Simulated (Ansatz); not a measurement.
# BH2O (doublet): the correlation ladder, def2-TZVPP

The task here is to estimate one member of a computed series from the others.

Method: def2-TZVPP, core rule «outside noble gas», up to 2 orbitals frozen; program: Ansatz 0.2.0, Gaussian basis.

Plan: UHF; ROHF; CCSD(T) on UHF.

2 further runs of the same task are left out: 2 set aside as unsound or not needed.

### The geometry

The geometry is a PBE0/def2-TZVP stationary point (not a proven minimum).

4 atoms, charge 0, spin multiplicity 2.

Atoms are counted from 1 here; the program's logs count them from 0.

Bond lengths: B1–O2 1.333 Å, B1–H3 1.201 Å, O2–H4 0.961 Å. Angles: O2–B1–H3 121.0°, B1–O2–H4 114.7°.

Set-up of the first run:

Contents of in.yaml:

```yaml
crystal:
  periodic: [false, false, false]
  atoms:
    - {symbol: B, position_ang: [0.000000, -0.238444, 0.741561]}
    - {symbol: O, position_ang: [0.000000, 0.160716, -0.530327]}
    - {symbol: H, position_ang: [0.000000, 0.558957, 1.639208]}
    - {symbol: H, position_ang: [0.000000, -0.552553, -1.174989]}
basis:
  gaussian: {orbitals: def2-TZVPP}
magnetization: {spin_polarized: true, initial_magnetization: 1}
hamiltonian: {xc: hf}
output: {orbitals: {seedname: orbitals}}
```

The run is started by

```
> ansatz run in.yaml --threads 1 --pin off --events-out ev --progress --plain --max-ram 3968MiB --backend cpu
```

Steps of the session up to this table: UHF; ROHF; CCSD(T) on UHF.

One table of the session follows, with a row left open; its other results are not shown here.

```
  method  from UCCSD(T) (kcal/mol)
    ROHF                   +217.20
     UHF                   +216.37
    UMP2                         ?
   UCCSD                     +7.25
UCCSD(T)                         0
```

Estimate the missing values for UMP2.

The run gave: from UCCSD(T) (kcal/mol): +15.81. In the column «from UCCSD(T) (kcal/mol)» it lies between UCCSD (+7.25) and UHF (+216.37).

With the free atoms at the same levels and basis (separate runs), the atomisation energy is 13.731 eV at UCCSD(T), 10.758 eV at ROHF.
